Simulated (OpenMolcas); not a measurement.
## Setting up BH3 (borane) in OpenMolcas

The species is BH3 (4 atoms), meant as a singlet with charge 0. As SMILES, `B`. The coordinates come from a PBE0-D4/def2-TZVP relaxation.

```csv
atom,x (Å),y (Å),z (Å)
B,0.0139,-0.0151,-0.0051
H,0.9822,0.3817,0.5688
H,-0.2762,-1.1718,0.0430
H,-0.6644,0.7449,-0.6269
```

Settings wanted:

* method: RI-MP2
* reference: RHF
* integral approximation: RICD aCD
* basis set: def2-TZVPP
* task: energy
* frozen core orbitals: 1
* nucleus: point
* fitting threshold: 0.001

**Question.** Give an OpenMolcas 26.06 job that does this.

**Answer.** One that was run (others would do as well):

job.inp:
```
&GATEWAY
BasLib=$CurrDir
Coord
4
bohr
B      0.02626719    -0.02853486    -0.00963760
H      1.85608900     0.72130846     1.07487622
H     -0.52194236    -2.21438107     0.08125822
H     -1.25553404     1.40765699    -1.18466931
Basis=def2-TZVPP
Group=NoSym
RICD
aCD
CDThreshold=0.001
&SEWARD
&SCF
PrOrbitals=0
&MBPT2
Frozen=1
```

```bash
$ export MOLCAS_MEM=1860
$ pymolcas job.inp > job.log
```

(Basis files named in the input come from the Basis Set Exchange and aren't shown.)

Calculated total energy: -26.51393 Eh.
